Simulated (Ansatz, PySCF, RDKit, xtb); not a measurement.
# C2H6B−: a search for the lowest isomer, part 2 of 2

Only the formula C2H6B− is given (charge -1). Aim: find the structure of lowest free energy at 1000 K, then its properties.

xtb, Ansatz and PySCF; isolated molecules.

## Step 11: c191a at CCSD(T)/def2-SVPD

The input, input.yaml:

```yaml
basis:
  gaussian:
    orbitals: def2-SVPD
crystal:
  periodic: [false, false, false]
  atoms:
    - {symbol: C, position_ang: [-1.706502, -1.035473, 2.357869]}
    - {symbol: C, position_ang: [-0.366625, -0.686185, 1.721237]}
    - {symbol: B, position_ang: [-1.450048, -1.477306, 0.831086]}
    - {symbol: H, position_ang: [-2.369457, -0.192795, 2.598323]}
    - {symbol: H, position_ang: [-1.685102, -1.774272, 3.170983]}
    - {symbol: H, position_ang: [-1.248582, -2.672582, 0.599358]}
    - {symbol: H, position_ang: [-2.035360, -0.854295, -0.058991]}
    - {symbol: H, position_ang: [0.516670, -1.200336, 2.124812]}
    - {symbol: H, position_ang: [-0.167630, 0.381174, 1.552182]}
total_charge: -1
correlation:
  method: ccsd_t
  frozen_orbitals: {H: 0, B: 1, C: 1}
```

Run with:

```
ansatz run input.yaml --threads 2 --pin off --max-ram 4350MiB --events-out events.jsonl --progress --plain --runs-dir runs
```

Output, cut to the lines that bear on the results:

```text
Warning: RAYON_NUM_THREADS=2 ignored (pool sized by the plan → 2); use --threads N
Functional definition: HF
  name "HF"
[...]
1077 factors; integrals over basis functions are off by at most 9.1e-4 eV
[...]
mean field -2824.27246776 eV, -103.7900988295 hartree, gradient 2.8e-6 eV, S^2 0.000000; 0 other end points of the search recorded, 0 dependent functions left out
3 core orbitals not correlated: weight in the atoms' cores, before any rotation towards them, 1.000 or more for the frozen orbitals, at most 0.000 for the correlated occupied ones
reference -2824.27246776 eV, -103.7900988295 hartree; 9, 9 occupied and 96, 96 virtual orbitals, 1077 factors
second order -11.47388499 eV of doubles, -0.00000000 eV of singles
cycle   1  -12.15354438 eV  change   -6.8e-1 eV  update   7.5e-2
[...]
cycle   9  -12.53915180 eV  change    5.7e-6 eV  update   1.2e-5
perturbative correction -0.45439899 eV, -0.0166988549 hartree
Total energy: -2837.26601854 eV, -104.2676030135 hartree
```

It took 8.4 s on 2 threads of Arm Neoverse N1, shared host; peak memory 0.51 GiB.

## Step 12: The ranking

Energies in kcal/mol from c688a; G adds the thermal terms to the CCSD(T)/def2-SVPD + MP2/def2-TZVPPD - MP2/def2-SVPD energy. The columns left of the relaxed level are at the tight-binding geometries.

```csv
label,SMILES,spin,GFN2-xTB,HF/STO-3G,r2SCAN-D4/def2-SVPD,PBE0-D3(BJ)/def2-SVPD,HF/def2-SVPD,MP2/def2-SVPD,CCSD(T)/def2-SVPD + MP2/def2-TZVPPD - MP2/def2-SVPD,G,share at equilibrium,T1
c688a,C=[BH-]C,singlet,0.0,0.0,0.0,0.0,0.0,0.0,0.0,0.0,86.2 %,0.013
c728a,[BH3-]C=C,singlet,-14.2,-7.8,4.1,3.7,3.2,5.6,4.7,3.8,12.6 %,0.013
c717a,[BH2-]=CC,singlet,-4.8,3.9,5.6,7.5,8.3,8.3,8.0,8.7,1.1 %,0.012
c191a,[BH2-]1CC1,singlet,-14.2,-17.6,2.5,2.8,9.4,5.8,8.5,13.8,0.1 %,0.010
```

Lowest found: c688a, `C=[BH-]C`, a singlet of point group Cs. Bond lengths: C1–B3 1.457 Å, C2–B3 1.615 Å, C1–H4 1.100 Å, C1–H5 1.104 Å, B3–H6 1.242 Å, C2–H7 1.106 Å, C2–H8 1.108 Å, C2–H9 1.108 Å. Some angles: C1–B3–C2 124.1°, C1–B3–H6 120.9°, C2–B3–H6 115.0°, B3–C1–H4 124.2°, B3–C1–H5 122.9°, B3–C2–H7 112.1°, B3–C2–H8 112.1°, B3–C2–H9 112.1°, H4–C1–H5 112.8°, H7–C2–H8 107.2°.

```xyz
9

C    -2.3639   -1.6583    2.3730
C    -0.3491   -0.3127    1.1477
B    -1.1074   -1.6532    1.6348
H    -2.8822   -2.5699    2.7058
H    -2.8967   -0.7346    2.6574
H    -0.5390   -2.7162    1.3339
H    -0.8943    0.6038    1.4394
H    -0.2205   -0.2821    0.0478
H     0.6727   -0.2348    1.5687
```

## Step 13: Density, orbitals and dipole (PBE0/def2-TZVPD)

The input, input.yaml:

```yaml
crystal:
  periodic: [false, false, false]
  atoms:
    - symbol: C
      position_ang: [-2.363870, -1.658290, 2.373039]
    - symbol: C
      position_ang: [-0.349103, -0.312702, 1.147677]
    - symbol: B
      position_ang: [-1.107417, -1.653223, 1.634758]
    - symbol: H
      position_ang: [-2.882153, -2.569930, 2.705836]
    - symbol: H
      position_ang: [-2.896671, -0.734594, 2.657400]
    - symbol: H
      position_ang: [-0.539013, -2.716209, 1.333890]
    - symbol: H
      position_ang: [-0.894258, 0.603783, 1.439360]
    - symbol: H
      position_ang: [-0.220532, -0.282122, 0.047765]
    - symbol: H
      position_ang: [0.672660, -0.234838, 1.568650]
basis:
  gaussian:
    orbitals: def2-TZVPD
hamiltonian:
  xc: pbe0
output: {forces: true, orbitals: {seedname: orbitals}}
total_charge: -1
```

Run with:

```
ansatz run input.yaml --threads 2 --pin off --max-ram 4350MiB --events-out events.jsonl --progress --plain --runs-dir runs
```

Output, cut to the lines that bear on the results:

```text
Warning: RAYON_NUM_THREADS=2 ignored (pool sized by the plan → 2); use --threads N
[... 2 set-up lines as earlier in the session ...]
[...]
819 factors; their error is unknown
[...]
mean field -2845.37043837 eV, -104.5654349487 hartree, gradient 5.5e-5 eV, S^2 0.000000; 0 other end points of the search recorded, 0 dependent functions left out
[...]
reference -2845.37048110 eV, -104.5654365190 hartree; 12, 12 occupied and 153, 153 virtual orbitals, 819 factors
Total energy: -2845.37048110 eV, -104.5654365190 hartree
Atom 0 at    -2.363870    -1.658290     2.373039 Å, force    -0.048489     0.012343     0.028166 eV/Å
Atom 1 at    -0.349103    -0.312702     1.147677 Å, force     0.071725     0.114490    -0.045469 eV/Å
Atom 2 at    -1.107417    -1.653223     1.634758 Å, force    -0.044486    -0.124071     0.030057 eV/Å
Atom 3 at    -2.882153    -2.569930     2.705836 Å, force     0.117429     0.204596    -0.075334 eV/Å
Atom 4 at    -2.896671    -0.734594     2.657400 Å, force     0.110882    -0.214327    -0.058584 eV/Å
Atom 5 at    -0.539013    -2.716209     1.333890 Å, force    -0.103282     0.183649     0.054885 eV/Å
Atom 6 at    -0.894258     0.603783     1.439360 Å, force     0.117034    -0.175020    -0.063335 eV/Å
Atom 7 at    -0.220532    -0.282122     0.047765 Å, force    -0.019098     0.003997     0.220318 eV/Å
Atom 8 at     0.672660    -0.234838     1.568650 Å, force    -0.201716    -0.005656    -0.090704 eV/Å
Dipole moment:     0.274171     0.453986    -0.175132 e Å
```

It took 4.2 s on 2 threads of Arm Neoverse N1, shared host.

## Step 14: Frequencies after a tight-binding relaxation (GFN2-xTB)

The input, start.xyz:

```xyz
9
c688a
C     -2.363870    -1.658290     2.373039
C     -0.349103    -0.312702     1.147677
B     -1.107417    -1.653223     1.634758
H     -2.882153    -2.569930     2.705836
H     -2.896671    -0.734594     2.657400
H     -0.539013    -2.716209     1.333890
H     -0.894258     0.603783     1.439360
H     -0.220532    -0.282122     0.047765
H      0.672660    -0.234838     1.568650
```

Run with:

```
xtb start.xyz --gfn 2 --ohess tight --chrg -1
```

Output, cut to the lines that bear on the results:

```text
* xtb version 6.7.1
[...]
          :  # basis functions                  18          :
[...]
          :  # electrons                        18          :
[...]
          :  Hamiltonian                  GFN2-xTB          :
[...]
          :  net charge                         -1          :
          :  unpaired electrons                  0          :
[...]
   *** convergence criteria satisfied after 12 iterations ***
[...]
   *** GEOMETRY OPTIMIZATION CONVERGED AFTER 5 ITERATIONS ***
[...]
   *** convergence criteria satisfied after 3 iterations ***
[...]
         ::                     SUMMARY                     ::
         :::::::::::::::::::::::::::::::::::::::::::::::::::::
         :: total energy              -8.693873630433 Eh    ::
         :: gradient norm              0.000356155212 Eh/a0 ::
         :: HOMO-LUMO gap              5.145837736949 eV    ::
         ::.................................................::
         :: SCC energy                -8.822589896474 Eh    ::
         :: -> isotropic ES            0.158723483888 Eh    ::
         :: -> anisotropic ES          0.021080667240 Eh    ::
         :: -> anisotropic XC          0.003576018870 Eh    ::
         :: -> dispersion             -0.004759530753 Eh    ::
         :: repulsion energy           0.128716266042 Eh    ::
         :: add. restraining           0.000000000000 Eh    ::
         :: total charge              -1.000000000000 e     ::
         :::::::::::::::::::::::::::::::::::::::::::::::::::::
[...]
         9        2.0000           -0.0667047              -1.8151 (HOMO)
        10                          0.1224012               3.3307 (LUMO)
[...]
molecular dipole:
                 x           y           z       tot (Debye)
 q only:        2.742       2.727      -3.459
   full:        2.865       2.987      -3.539      13.841
molecular quadrupole (traceless):
[...]
          | TOTAL ENERGY               -8.693873630433 Eh   |
          | TOTAL ENTHALPY             -8.617791087484 Eh   |
          | TOTAL FREE ENERGY          -8.649045172889 Eh   |
          | GRADIENT NORM               0.000356174745 Eh/α |
[...]
```

Run time: 0.099 s. Hardware: 2 threads of Arm Neoverse N1, shared host.

## Step 15: Electronic excitations (TD-PBE0/def2-SVPD)

An in-house driver calls PySCF's response routines at TD-PBE0/def2-SVPD; it has no typed input.

Output:

```text
coarse grid: 6984 points
cycle   1  E = -104.3126080242  dE = -3.486e-02  |g| = 6.043e-01  |ddm| = 3.456e+00
cycle   2  E = -104.2160857929  dE =  9.652e-02  |g| = 8.335e-01  |ddm| = 2.310e+00
cycle   3  E = -104.4389864279  dE = -2.229e-01  |g| = 4.590e-02  |ddm| = 1.608e+00
cycle   4  E = -104.4390327400  dE = -4.631e-05  |g| = 4.515e-02  |ddm| = 1.120e-01
cycle   5  E = -104.4396510189  dE = -6.183e-04  |g| = 3.637e-03  |ddm| = 5.078e-02
cycle   6  E = -104.4396552527  dE = -4.234e-06  |g| = 7.580e-04  |ddm| = 7.205e-03
final grid: 65856 points
cycle   7  E = -104.4562793272  dE = -1.221e-05  |g| = 6.033e-03  |ddm| = 5.359e-02
cycle   8  E = -104.4562731081  dE =  6.219e-06  |g| = 7.662e-03  |ddm| = 1.680e-02
cycle   9  E = -104.4562897389  dE = -1.663e-05  |g| = 4.504e-04  |ddm| = 8.577e-03
cycle  10  E = -104.4562897965  dE = -5.761e-08  |g| = 8.963e-05  |ddm| = 5.997e-04
cycle  11  E = -104.4562897992  dE = -2.669e-09  |g| = 1.095e-05  |ddm| = 2.445e-04
cycle  12  E = -104.4562897992  dE = -4.178e-11  |g| = 4.142e-06  |ddm| = 4.627e-05
converged SCF energy = -104.4562897992

Static polarisability (au): isotropic 61.442, principal 53.314 57.743 73.269

Singlet excitations
state   eV       nm        f      main configurations
  1   3.4568    358.7   0.02770   H->L 0.98
  2   4.2758    290.0   0.02913   H->L+1 0.93
  3   4.4848    276.5   0.01319   H->L+2 0.94
  4   5.6523    219.4   0.00283   H->L+4 0.95
  5   5.7305    216.4   0.21947   H->L+3 0.82
  6   6.0422    205.2   0.05511   H->L+5 0.93
  7   6.1298    202.3   0.04365   H->L+7 0.92
  8   6.1511    201.6   0.00788   H-1->L 0.95

Triplet excitations (Tamm-Dancoff, eV): 3.3495 3.8352 4.2019
```

Wall time 6 s (2 threads of Arm Neoverse N1, shared host).

The roots found:

| excited state | energy (eV) | strength |
| --- | --- | --- |
| 1 | 3.457 | 0.0277 |
| 2 | 4.276 | 0.0291 |
| 3 | 4.485 | 0.0132 |
| 4 | 5.652 | 0.0028 |
| 5 | 5.731 | 0.2195 |
| 6 | 6.042 | 0.0551 |
| 7 | 6.130 | 0.0437 |
| 8 | 6.151 | 0.0079 |

## Step 16: NMR shieldings (GIAO PBE0/pcSseg-1)

An in-house driver calls PySCF's response routines at GIAO PBE0/pcSseg-1; it has no typed input.

Output:

```text
coarse grid: 6984 points
cycle   1  E = -104.3672318920  dE = -1.091e-02  |g| = 6.206e-01  |ddm| = 2.367e+00
cycle   2  E = -104.3066537250  dE =  6.058e-02  |g| = 7.822e-01  |ddm| = 1.714e+00
cycle   3  E = -104.4926978086  dE = -1.860e-01  |g| = 7.031e-02  |ddm| = 9.955e-01
cycle   4  E = -104.4938096523  dE = -1.112e-03  |g| = 3.925e-02  |ddm| = 9.975e-02
cycle   5  E = -104.4942570139  dE = -4.474e-04  |g| = 5.439e-03  |ddm| = 3.697e-02
cycle   6  E = -104.4942648814  dE = -7.867e-06  |g| = 1.304e-03  |ddm| = 6.267e-03
final grid: 65856 points
cycle   7  E = -104.5111324724  dE = -1.184e-05  |g| = 6.419e-03  |ddm| = 1.444e-02
cycle   8  E = -104.5111274600  dE =  5.012e-06  |g| = 7.788e-03  |ddm| = 1.295e-02
cycle   9  E = -104.5111436267  dE = -1.617e-05  |g| = 3.441e-04  |ddm| = 6.882e-03
cycle  10  E = -104.5111436583  dE = -3.162e-08  |g| = 1.319e-04  |ddm| = 4.298e-04
cycle  11  E = -104.5111436632  dE = -4.809e-09  |g| = 1.969e-05  |ddm| = 1.219e-04
cycle  12  E = -104.5111436633  dE = -1.062e-10  |g| = 4.461e-06  |ddm| = 2.719e-05
converged SCF energy = -104.5111436633

GIAO shielding tensors (ppm)
atom      isotropic    diamagn.    paramagn.     s11        s22        s33       span
  0 C      111.990     251.332    -139.342      8.785    162.947    164.239    155.454
  1 C      174.241     248.778     -74.536    168.211    168.374    186.140     17.929
  2 B       73.839     190.866    -117.027      5.452     93.792    122.273    116.821
  3 H       28.896      30.126      -1.231     25.357     27.766     33.564      8.208
  4 H       28.786      32.287      -3.501     25.422     28.241     32.695      7.273
  5 H       27.089      29.592      -2.503     25.821     26.946     28.499      2.678
  6 H       31.456      32.676      -1.220     28.714     30.409     35.245      6.531
  7 H       31.416      32.548      -1.132     28.436     29.141     36.671      8.235
  8 H       31.416      31.584      -0.168     28.436     29.141     36.671      8.235
```

Run time: 4.5 s. Hardware: 2 threads of Arm Neoverse N1, shared host.

Isotropic shieldings (absolute, not shifts):

```csv
atoms,shielding (ppm)
C1,112.0
C2,174.2
B3,73.8
H4,28.90
H5,28.79
H6,27.09
H7,31.46
H8,31.42
H9,31.42
```

## Step 17: One electron fewer at the same geometry (PBE0/def2-TZVPD)

The input, input.yaml:

```yaml
crystal:
  periodic: [false, false, false]
  atoms:
    - {symbol: C, position_ang: [-2.363870, -1.658290, 2.373039]}
    - {symbol: C, position_ang: [-0.349103, -0.312702, 1.147677]}
    - {symbol: B, position_ang: [-1.107417, -1.653223, 1.634758]}
    - {symbol: H, position_ang: [-2.882153, -2.569930, 2.705836]}
    - {symbol: H, position_ang: [-2.896671, -0.734594, 2.657400]}
    - {symbol: H, position_ang: [-0.539013, -2.716209, 1.333890]}
    - {symbol: H, position_ang: [-0.894258, 0.603783, 1.439360]}
    - {symbol: H, position_ang: [-0.220532, -0.282122, 0.047765]}
    - {symbol: H, position_ang: [0.672660, -0.234838, 1.568650]}
basis:
  gaussian:
    orbitals: def2-TZVPD
magnetization:
  spin_polarized: true
  initial_magnetization: 1
hamiltonian:
  xc: {name: PBE0}
```

Run with:

```
ansatz run input.yaml --threads 2 --pin off --max-ram 4350MiB --events-out events.jsonl --progress --plain --runs-dir runs
```

Output:

```text
Warning: RAYON_NUM_THREADS=2 ignored (pool sized by the plan → 2); use --threads N
[... 2 set-up lines as earlier in the session ...]
  parameter a = 0.25
  parameter kappa = 0.804
  parameter beta = 0.06672455060314922
  exchange = (1 - a)*pbe_x(kappa = kappa, mu = beta*pi^2/3) + a*exact_x
  correlation = pbe_c(beta = beta)
819 factors; their error is unknown
mean field evaluation 1: about -2836.9949 eV, gradient 3.7e1 eV
mean field evaluation 2: about -2835.9551 eV, gradient 3.8e1 eV
mean field evaluation 4: about -2843.6845 eV, gradient 1.3e0 eV
mean field evaluation 8: about -2843.6745 eV, gradient 2.9e-1 eV
mean field evaluation 16: about -2843.6748 eV, gradient 1.9e-5 eV
mean field -2843.67483488 eV, -104.5031226700 hartree, gradient 4.5e-6 eV, S^2 0.753365; 0 other end points of the search recorded, 0 dependent functions left out
reference -2843.67487150 eV, -104.5031240157 hartree; 12, 11 occupied and 153, 154 virtual orbitals, 819 factors
Total energy: -2843.67487150 eV, -104.5031240157 hartree
```

It took 5.7 s on 2 threads of Arm Neoverse N1, shared host.

Difference from the parent: 1.70 eV.

## Step 18: The triplet at the same geometry (PBE0/def2-TZVPD)

The input, input.yaml:

```yaml
basis:
  gaussian:
    orbitals: def2-TZVPD
crystal:
  periodic: [false, false, false]
  atoms:
    - symbol: C
      position_ang: [-2.363870, -1.658290, 2.373039]
    - symbol: C
      position_ang: [-0.349103, -0.312702, 1.147677]
    - symbol: B
      position_ang: [-1.107417, -1.653223, 1.634758]
    - symbol: H
      position_ang: [-2.882153, -2.569930, 2.705836]
    - symbol: H
      position_ang: [-2.896671, -0.734594, 2.657400]
    - symbol: H
      position_ang: [-0.539013, -2.716209, 1.333890]
    - symbol: H
      position_ang: [-0.894258, 0.603783, 1.439360]
    - symbol: H
      position_ang: [-0.220532, -0.282122, 0.047765]
    - symbol: H
      position_ang: [0.672660, -0.234838, 1.568650]
total_charge: -1
magnetization:
  spin_polarized: true
  initial_magnetization: 2
hamiltonian:
  xc: pbe0
```

Run with:

```
ansatz run input.yaml --threads 2 --pin off --max-ram 4350MiB --events-out events.jsonl --progress --plain --runs-dir runs
```

Output, cut to the lines that bear on the results:

```text
Warning: RAYON_NUM_THREADS=2 ignored (pool sized by the plan → 2); use --threads N
[... 2 set-up lines as earlier in the session ...]
[...]
819 factors; their error is unknown
[...]
a density is far from that of the atoms, so the factors are made again for it
1174 factors; integrals over basis functions are off by at most 9.3e-4 eV
mean field -2842.72747598 eV, -104.4683078724 hartree, gradient 1.3e-5 eV, S^2 2.003365; 0 other end points of the search recorded, 0 dependent functions left out
reference -2842.72751151 eV, -104.4683091780 hartree; 13, 11 occupied and 152, 154 virtual orbitals, 1174 factors
Total energy: -2842.72751151 eV, -104.4683091780 hartree
```

Wall time 18 s (2 threads of Arm Neoverse N1, shared host).

It lies 2.64 eV above the singlet.

## Step 19: Stability of the closed-shell solution (PBE0/def2-SVP)

The input, run.py:

```python
from pyscf import gto, dft

mol = gto.M(
    atom=[
    ('C', (-2.363870, -1.658290, 2.373039)),
    ('C', (-0.349103, -0.312702, 1.147677)),
    ('B', (-1.107417, -1.653223, 1.634758)),
    ('H', (-2.882153, -2.569930, 2.705836)),
    ('H', (-2.896671, -0.734594, 2.657400)),
    ('H', (-0.539013, -2.716209, 1.333890)),
    ('H', (-0.894258, 0.603783, 1.439360)),
    ('H', (-0.220532, -0.282122, 0.047765)),
    ('H', (0.672660, -0.234838, 1.568650)),
],
    max_memory=3100,
    verbose=3,
    charge=-1,
    basis='def2-svp',
)

myscf = dft.RKS(mol, xc='pbe0')
myscf = myscf.density_fit(auxbasis='def2-universal-jkfit')
myscf.max_cycle = 100
myscf.grids.level = 3
myscf.kernel()
if not myscf.converged:
    myscf = myscf.newton().run(myscf.mo_coeff, myscf.mo_occ)

energy = myscf.e_tot
print(f'total energy: {energy:.8f} hartree')
mo_i, mo_e, stable_i, stable_e = myscf.stability(internal=True, external=True, return_status=True)
print('stable: internal', stable_i, 'external', stable_e)
```

Run with:

```
OMP_NUM_THREADS=2 python run.py
```

Output:

```text
converged SCF energy = -104.442481538854
total energy: -104.44248154 hartree
<class 'pyscf.df.df_jk.DFRKS'> wavefunction is stable in the internal stability analysis
<class 'pyscf.df.df_jk.DFRKS'> wavefunction is stable in the real -> complex stability analysis
<class 'pyscf.df.df_jk.DFRKS'> wavefunction is stable in the RHF/RKS -> UHF/UKS stability analysis
stable: internal True external True
```

Wall time 42 s (2 threads of Arm Neoverse N1, shared host); peak memory 0.44 GiB.

## Step 20: Results

What follows sums up all 2 parts.

| quantity | value |
| --- | --- |
| lowest structure found | C=[BH-]C, singlet, Cs |
| next finalist | [BH3-]C=C, singlet, 3.8 kcal/mol higher in G |
| share at equilibrium, among the finalists | 86.2 % |
| funnel | 15 starts, 9 minima at GFN2-xTB, 8 screening runs, 5 relaxed, 4 ranked |
| CPU time of all runs | 26 min |
| harmonic wavenumbers, lowest and highest (PBE0-D3(BJ)/def2-SVPD) | 193 and 3110 cm⁻¹ |
| rotational constants, same geometry | 1.398, 0.2679, 0.2346 cm⁻¹ |
| HOMO energy (PBE0/def2-TZVPD) | 0.21 eV |
| LUMO energy (PBE0/def2-TZVPD) | 3.90 eV |
| HOMO–LUMO gap (to an unbound level, set by the basis) (PBE0/def2-TZVPD) | 3.70 eV |
| lowest excitation (TD-PBE0/def2-SVPD) | 3.46 eV (f = 0.028) |
| strongest of the states computed, same level | 5.73 eV (f = 0.219) |
| lowest triplet excitation, same level, Tamm-Dancoff | 3.35 eV |
| vertical detachment energy | 1.70 eV |
| vertical triplet less singlet | +2.64 eV |

In words: The search ends on `C=[BH-]C`. The margin of 3.8 kcal/mol over the next finalist is beyond the usual error of the last level; it says nothing of structures that weren't ranked. r2SCAN-D4/def2-SVPD, PBE0-D3(BJ)/def2-SVPD, HF/def2-SVPD and MP2/def2-SVPD already put its bonding pattern lowest among the structures in one piece; GFN2-xTB favours the singlet [BH3-]C=C; HF/STO-3G favours the singlet [BH2-]1CC1. The largest share of the time went into the vibrations (42 %). In an anion, excitations above the detachment energy lie in the continuum and hang on the basis, so they needn't be bound states. The search is not exhaustive (a finite list of starts, one conformer a finalist), so a lower isomer can't be ruled out. Patterns outside the rules of the enumeration were met only by chance.
